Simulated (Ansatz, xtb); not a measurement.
## Two isomers of C6H12

Structure X is `C/C=C(/C)CC`, a singlet and structure Y is `C/C=C/C(C)C`, a singlet. Both are isolated molecules in the gas phase, relaxed with PBE-D3(BJ)/def2-SVP; the shapes shown needn't be the lowest conformers.

X (Å):

```xyz
18

C    -1.3597    0.8232   -0.6484
C    -1.9828   -0.3626    0.0258
C    -1.5025   -1.6278    0.0927
C    -2.2545   -2.7048    0.8335
C    -0.1859   -2.0593   -0.5220
C     0.9701   -2.0988    0.4909
H    -2.0569    1.2817   -1.3832
H    -0.4209    0.5765   -1.1809
H    -1.1228    1.6227    0.0878
H    -2.9472   -0.1656    0.5303
H    -3.1776   -2.3174    1.3072
H    -1.6292   -3.1631    1.6307
H    -2.5385   -3.5354    0.1501
H     0.0888   -1.3885   -1.3615
H    -0.3130   -3.0706   -0.9681
H     0.7457   -2.7738    1.3421
H     1.9081   -2.4574    0.0200
H     1.1614   -1.0904    0.9108
```

Y (Å):

```xyz
18

C    -0.7270    0.7297    0.5833
C     0.1498   -0.4843    0.5107
C    -0.2682   -1.7607    0.6118
C     0.6117   -2.9834    0.5381
C     0.5549   -3.7802    1.8532
C     0.2212   -3.8685   -0.6585
H    -0.6562    1.3380   -0.3447
H    -0.4224    1.4016    1.4151
H    -1.7914    0.4598    0.7345
H     1.2315   -0.3013    0.3610
H    -1.3488   -1.9575    0.7627
H     1.6592   -2.6384    0.3868
H     1.2100   -4.6749    1.8084
H     0.8741   -3.1600    2.7144
H    -0.4787   -4.1329    2.0571
H     0.8733   -4.7641   -0.7242
H     0.2995   -3.3123   -1.6138
H    -0.8265   -4.2246   -0.5612
```

Quicker runs give these differences E(Y) − E(X): GFN2-xTB +0.039 eV; HF/STO-3G +0.017 eV (at GFN2-xTB geometries); r2SCAN-D4/def2-SVP +0.038 eV (at GFN2-xTB geometries).

Task: Estimate E(Y) − E(X) at the level CCSD(T)/def2-SVP + ΔMP2/def2-TZVPP.

Result: Too close to call at this level: CCSD(T)/def2-SVP + ΔMP2/def2-TZVPP gives E(Y) − E(X) = +0.003 eV.

The same difference at several levels:

```csv
level,geometry,E(Y) − E(X) (eV),departure from the last row (eV),"job, with rough time for the two"
GFN2-xTB,GFN2-xTB,+0.039,+0.037,"optimisation, 0.53 s"
HF/STO-3G,GFN2-xTB,+0.017,+0.014,"single point, 0.86 s"
r2SCAN-D4/def2-SVP,GFN2-xTB,+0.038,+0.035,"single point, 7.8 s"
PBE-D3(BJ)/def2-SVP,PBE-D3(BJ)/def2-SVP,+0.053,+0.050,"optimisation, 52 s"
HF/def2-SVP,PBE-D3(BJ)/def2-SVP,−0.038,−0.041,part of the CCSD(T) run
MP2/def2-SVP,PBE-D3(BJ)/def2-SVP,−0.010,−0.013,part of the CCSD(T) run
CCSD(T)/def2-SVP,PBE-D3(BJ)/def2-SVP,−0.016,−0.019,single point
CCSD(T)/def2-SVP + ΔMP2/def2-TZVPP,PBE-D3(BJ)/def2-SVP,+0.003,,"single point, 2.3 min"
```

As drawn, both hold the same kinds of bond in the same numbers.

The largest departure from CCSD(T)/def2-SVP + ΔMP2/def2-TZVPP is that of PBE-D3(BJ)/def2-SVP, 0.050 eV. The last row adds to CCSD(T) the change of the MP2 difference between the two basis sets, here +0.019 eV.

With thermal terms from frequencies at re-optimised GFN2-xTB minima (ideal gas, soft modes damped towards free rotors, one conformer each, 298.15 K, 1 atm): the zero-point term adds −0.005 eV; ΔH is −0.003 and ΔG +0.002 eV.

The correlated steps freeze 6 core orbitals. Programs: Ansatz 0.2.0, xtb 6.7.1; the last row on 4 threads of AMD EPYC 7571 on a shared host.
